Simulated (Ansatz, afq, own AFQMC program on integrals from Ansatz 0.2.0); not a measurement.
BNH3, doublet in cc-pVDZ, levels against AFQMC with the constraint released

```yaml
atoms:
  - { symbol: B, position_ang: [0.0000, 0.0246, 0.7072] }
  - { symbol: N, position_ang: [0.0000, -0.0432, -0.6198] }
  - { symbol: H, position_ang: [0.0000, 1.1152, 1.2324] }
  - { symbol: H, position_ang: [0.0000, -0.9691, 1.3860] }
  - { symbol: H, position_ang: [0.0000, 0.1907, -1.5912] }
```

Connectivity, by distances: BH2–NH.

Basis cc-pVDZ. Noble-gas cores (and the filled d shells of Ga–Kr and In–Xe) are frozen. Ansatz 0.2.0 and our own AFQMC program on the same integrals; the CISD trial comes from CCSD amplitudes, and released means the phaseless constraint is let go. Free projection: walkers drawn from exp(T), propagated without any constraint. Its projection time is finite, and what remains of the start isn't in its error. ± is one standard error of the sampling.

Determinant: UHF, the one that the program's search chose, which needn't be the lowest solution. The geometry is a point of a scan.

No full CI on the walks' own integrals is used here. The released AFQMC energy serves as the reference, which it does only where one determinant dominates, the energy is flat over the last release times and near the phaseless one (40 meV or 2 meV an electron, half that with transition metals). On small molecules, where full CI could be run and the noise was under 10 meV, such values lay within 10 meV of it in 19 cases of 20, a flattering rate, since the rule was set on those same cases; what remains of the bias isn't in the error bar.

Cautions: the released value is read at 2.40 1/Eh with a noise of 20 meV, more than in the cases checked (meV from the phaseless value at times in 1/Eh: 1 ± 13 at 0.24, -12 ± 12 at 0.51, -24 ± 12 at 0.99, -32 ± 13 at 1.62, -28 ± 20 at 2.40).

```
T1 diagnostic                               : 0.0298
weight of the determinant in the CISD state : 0.882
⟨S²⟩ of the determinant                     : 0.775
size of the correlated space                : 11 electrons in 41 orbitals
```

```tsv
level	correlation energy (eV)
MP2	-6.1391
CCSD	-7.0622
CCSD(T)	-7.2551
```

Estimate where phaseless AFQMC with the Hartree–Fock trial lies against CCSD(T) on the same integrals.

0.4 ± 5.1 kJ/mol above CCSD(T). The gap is under twice the noise, so this walk alone can't tell the two apart.

Reference: AFQMC with the constraint released, correlation energy -7.315 ± 0.020 eV.

| level | E − E(reference) (kJ/mol) | share of correlation (%) |
| --- | --- | --- |
| CCSD(T) | 5.7 ± 1.9 | 99.19 |
| ph-AFQMC/HF | 6.1 ± 5.4 | 99.13 |
| ph-AFQMC/CISD | 2.7 ± 2.1 | 99.62 |
| free AFQMC | 3.6 ± 2.4 | 99.49 |

Free projections are given only where their last times agree within the noise and don't stop above the reference; a slow remainder of the start can still hide under it. A walk keeps the symmetry of its determinant, which the program's search chose and which needn't be the lowest solution, so a lower state of the same spin and another symmetry isn't excluded. Released energies are given only where the last usable release times agree within the noise; a slower fall can still hide under it.
